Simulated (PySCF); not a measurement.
**Name the molecule from its bond curve**

A diatomic of charge +1 contains B. Its quartet curve at PBE0 in a double-zeta basis (no relativity, PySCF), in eV from the separated fragments:

(R (Å), E (eV)): (1.602, -1.898), (1.677, -2.420), (1.751, -2.700), (1.807, -2.795), (1.863, -2.817), (1.919, -2.786), (1.993, -2.689), (2.087, -2.516), (2.198, -2.285), (2.347, -1.990)

The fit gives ωe = 770 cm⁻¹ and the rotational constant Bₑ = 0.6029 cm⁻¹.

Task: Which atom is the partner?

Result: The minimum lies at 1.855 Å, so the reduced mass is 16.8576 u Å² cm⁻¹/(Bₑ·Re²) = 8.126 u. With B at 11.01 u the partner weighs about 31.0 u: P. The molecule is BP⁺.

The state was picked by a PBE0 search and need not be the measured ground state.
